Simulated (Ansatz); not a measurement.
# BSiCl+ (doublet): from Hartree-Fock to the top rungs, def2-TZVPP

An exercise on one series of results from a longer session: the logs are not shown, and one member is left open.

The runs use Ansatz 0.2.0, Gaussian basis; def2-TZVPP, core rule «outside noble gas», up to 11 orbitals frozen.

The runs, in order: UHF; ROHF; CCSD(T) on UHF.

2 further runs of the same task are left out: 2 set aside as unsound or not needed.

### The system

The geometry is a PBE0/def2-TZVP stationary point (not a proven minimum) of the parent state, kept for this charge and spin.

3 atoms, charge 1, spin multiplicity 2.

Atoms are counted from 1 here; the program's logs count them from 0.

Bond lengths: Cl1–B2 1.685 Å, B2–Si3 1.896 Å. Angles: Cl1–B2–Si3 180.0°.

Set-up of the first run:

File in.yaml:

```yaml
crystal:
  periodic: [false, false, false]
  atoms:
    - {symbol: Cl, position_ang: [0.000000, 0.000000, 1.755629]}
    - {symbol: B, position_ang: [0.000000, 0.000000, 0.070266]}
    - {symbol: Si, position_ang: [0.000000, 0.000000, -1.825895]}
basis:
  gaussian: {orbitals: def2-TZVPP}
total_charge: 1
magnetization: {spin_polarized: true, initial_magnetization: 1}
hamiltonian: {xc: hf}
output: {orbitals: {seedname: orbitals}}
```

Command:

```bash
ansatz run in.yaml --threads 1 --pin off --events-out ev --progress --plain --max-ram 4096MiB --backend cpu
```

Steps of the session up to this table: UHF; ROHF; CCSD(T) on UHF.

One table of the session follows, with a row left open; its other results are not shown here.

It belongs to the step «Misses and costs». 

```
  method  from UCCSD(T) (meV)
    ROHF             +10421.5
     UHF             +10286.5
    UMP2              +1726.7
   UCCSD                    ?
UCCSD(T)                    0
```

Estimate the missing values for UCCSD.

As computed: from UCCSD(T) (meV): +503.2. In the column «from UCCSD(T) (meV)» it lies between UCCSD(T) (0) and UMP2 (+1726.7).
